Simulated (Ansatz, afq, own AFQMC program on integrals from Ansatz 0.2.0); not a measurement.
Two steps: Ansatz 0.2.0 writes the Fock matrix and Cholesky factors of the valence space, and afq projects on them the lowest state that overlaps trial and start.

```yaml
crystal:
  periodic: [false, false, false]
  atoms:
    - {symbol: Cl, position_ang: [0.000000, 0.000000, -1.748000]}
    - {symbol: H, position_ang: [0.000000, 0.000000, -0.016000]}
    - {symbol: Si, position_ang: [0.000000, 0.000000, 1.764000]}
basis:
  gaussian: {orbitals: cc-pVTZ}
magnetization: {spin_polarized: true, initial_magnetization: 2}
correlation: {method: ccsd_t, electrons: outside_noble_gas, hamiltonian_folder: ham}
```

```sh
$ ansatz run in.yaml --threads 1 --pin off --events-out ev --progress --plain --max-ram 16896MiB --backend cuda --devices 0, --max-vram 18GiB
```

afq runs on the folder ham with

```
--method phaseless --trial cisd --walkers 2700 --populations 20 --least-time 60 --time-step 0.005 --steps-per-block 50 --equilibration-blocks 28 --max-blocks 4000 --target-error 0.00021 --factor-cut 1e-05 --start spin_pure --seed 716 --release-times 0.24,0.51,0.99,1.62,2.4 --release-step 0.03 --release-every 3 --taylor-order 6
```

Times are imaginary, in 1/Eh. The walk had a cap of 242 s. With eight or more populations the least sampling time is a fifth of least-time, and the error comes from their spread.

afq prints:

```
orbitals 72  electrons 7 5  factors 465 of 483
reference energy -748.92144922 Eh
CCSD correlation -0.30612457 Eh in 13 cycles, weight of the determinant in the CISD state 0.8469
energy of the start -749.224587 Eh
 block  time / (1/Eh)  mean weight  energy / Eh
     1     0.250  0.9997  -749.221661
     2     0.500  1.0003  -749.225537
     3     0.750  0.9997  -749.229232
     4     1.000  1.0001  -749.232113
     5     1.250  0.9998  -749.235517
    10     2.500  1.0001  -749.239865
    15     3.750  0.9998  -749.241098
    20     5.000  0.9999  -749.240754
    25     6.250  0.9995  -749.240592
    29     7.250  0.9999  -749.243071
    30     7.500  0.9998  -749.238177
    35     8.750  0.9998  -749.239737
    40    10.000  0.9998  -749.242221
    45    11.250  1.0000  -749.240570
    50    12.500  1.0001  -749.241589
    55    13.750  0.9994  -749.241988
    60    15.000  1.0004  -749.239756
    65    16.250  1.0000  -749.241938
    70    17.500  1.0003  -749.241381
    75    18.750  0.9997  -749.240997
    78    19.500  0.9999  -749.240756
error from the spread of 20 populations
released: time / (1/Eh)  energy / Eh  error  mean overlap
  0.24  -749.241374  0.000170  1.0013
  0.51  -749.241544  0.000207  0.9989
  0.99  -749.241967  0.000222  0.9925
  1.62  -749.242366  0.000231  0.9912
  2.40  -748.934347  0.307727  0.9928
energy -749.241000 +/- 0.000186 Eh
(rows thinned)
```

The run passed its tests (sampling time, drift between the halves within three errors, error under three times the target), which doesn't prove that it has relaxed.

Against this walk (error 5.1 meV) on the same determinant: CCSD(T) 24.7 meV higher, CCSDT(Q) 37.1 meV lower. The error is statistical and leaves out the bias of the constraint. The released energies are still falling (meV from the phaseless value at times in 1/Eh: -10 ± 5 at 0.24, -15 ± 6 at 0.51, -26 ± 6 at 0.99, -37 ± 6 at 1.62, 8344 ± 8374 at 2.40), so they give no level; they do show a bias of the constraint, and the last of them that isn't too noisy lies 0 meV below CCSDT(Q). CCSDT(Q) is the surest value here, so the walk's 37 meV above it is most likely the bias of the constraint with this trial, which can have either sign.

Cautions: constraint bias not in the error; lower spins were not checked; unrestricted determinant slightly spin contaminated (⟨S²⟩ 2.06 against 2.00).

The walk took 2.3 min on 1 × NVIDIA H100 80GB HBM3 with 2 threads of AMD EPYC 7R13 Processor (Zen 3), on a shared host (the card was shared). The log's last line is the phaseless energy.

CCSDT and higher add their correlation energy to the determinant of the CCSD(T) run, since their own runs factorise the integrals more tightly (a shift of under 2 meV). A walk keeps the symmetry of its determinant, which the program's search chose and which needn't be the lowest solution, so a lower state of the same spin and another symmetry isn't excluded.
